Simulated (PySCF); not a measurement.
Below is a simulated gas-phase C 1s photoelectron spectrum of cyclopropylmethylamine, `NCC1CC1`.

Every computed line was given a Gaussian of 0.6 eV full width at half maximum and an area set by the number of equivalent atoms; the highest printed point is 100. Theory: PySCF 2.14.0, delta-SCF UKS SCAN, pcX-2 on the ionised atom, pcseg-1 elsewhere, spin-free X2C.

binding energy (eV), intensity and a bar:
```
    289.6          0 
    289.7          1 
    289.8          2 #
    289.9          6 ##
    290.0         13 ####
    290.1         27 ########
    290.2         47 ##############
    290.3         71 #####################
    290.4         91 ###########################
    290.5        100 ##############################
    290.6         95 ############################
    290.7         78 #######################
    290.8         56 #################
    290.9         39 ############
    291.0         29 #########
    291.1         28 ########
    291.2         31 #########
    291.3         34 ##########
    291.4         33 ##########
    291.5         28 ########
    291.6         21 ######
    291.7         13 ####
    291.8          7 ##
    291.9          3 #
    292.0          1 
    292.1          0 
    292.2          0
```

Question: Count the maxima, the lines and the sites behind this envelope.

Answer: The curve has 2 maxima (at 290.5 and 291.3 eV). Under it lie 3 lines from 3 inequivalent carbon sites. At this width some lines have no maximum of their own.

Question: Decompose the envelope and assign each component. Numbering: `[NH2:1][CH2:2][CH:3]1[CH2:4][CH2:5]1`.

Answer: 
```csv
position (eV),relative area,line,atoms,environment
290.49,1,C 1s,C3,three-membered-ring carbon
290.53,2,C 1s,C4/C5,three-membered-ring carbon
291.35,1,C 1s,C2,sp3 carbon bound to nitrogen
```

Lowest listed C 1s: C3, bonded to 3 C and H. Highest, 0.86 eV above it: C2, bonded to N, C and 2 H. Summing the Pauling electronegativity differences to the bonded atoms, each weighted by its formal bond order, gives -0.35 for the lowest site and -0.21 for the highest; no listed site has a larger sum than the highest. The smallest sum, -0.70, belongs to C4/C5, 0.04 eV above the lowest. The values 290.49 and 290.53 eV lie too close for their order to be trusted.

The curve has no shake-up lines and no vibrational structure. Topologically equivalent atoms share the value of their first member; where this conformer doesn't relate them by symmetry, their own values could differ. One conformer (not necessarily the lowest) at the PBE0-D3(BJ)/def2-SVP geometry, without solvent, vibrations or thermal averaging.

Shape of the structure used: `[NH2:1][CH2:2][CH:3]1[CH2:4][CH2:5]1`: N1–C2–C3–C4 157°, H–N1–C2–C3 -62°, H–N1–C2–C3 180°.
